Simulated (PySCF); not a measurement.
**H2S, triplet: data card**

Computed with UB3LYP/[S def2-TZVP, H def2-TZVP], no relativity, density fitting, PySCF.

The structure is a saddle point with 1 imaginary mode.

- Point group: C2v
- Bond lengths: S–H 1.531 Å (×2)
- Bond angles: H–S–H 155.8°
- Dipole moment: 0.20 D
- Spin squared ⟨S²⟩: 2.010
- Principal quadrupole moments (Buckingham, traceless) about the centre of mass: -1.87, 0.15, 1.72 D Å
- Highest occupied level (α): -5.75 eV
- Principal polarisabilities: 13.2, 15.0, 46.3 bohr³
- Atomisation energy without zero-point energy: 352 kJ/mol
- Lowest empty level (β): -5.12 eV
- Rotational constants: 86.29, 3.73, 3.575 cm⁻¹
- Zero-point energy (real modes): 14.5 kJ/mol

Harmonic modes (masses in u: S 31.972, H 1.008):
```csv
symmetry,ω (cm⁻¹),IR (km/mol),μ (u),type
b2,405i,–,1.07,stretch
a1,650,0.2,1.07,bend
a1,1782,3.0,1.01,stretch
```

In C2v the vibrations span b2 + 2a1. Here b1 is antisymmetric to the molecular plane and b2 lies in it.

Charges (e):
| atom | Mulliken | Löwdin | polar tensor | spin (Mulliken) | Mayer order to S1 |
| --- | --- | --- | --- | --- | --- |
| S1 | -0.05 | 0.06 | 0.42 | 1.12 | – |
| H2,3 | 0.02 | -0.03 | -0.21 | 0.44 | 0.64 |

Mulliken populations on S1: s 5.87, p 10.04, d 0.13, f 0.01.

This need not be the most stable arrangement of these atoms. At this level a singlet minimum of C2v symmetry lies 406 kJ/mol below this structure.

The final relaxation and frequency run took 7.3 s on 2 threads of a shared Arm Neoverse V1 host, with 49 basis functions and 8 gradients; the process peaked at 0.55 GiB. Launch command: `OMP_NUM_THREADS=2 python axn.py task.json out`.
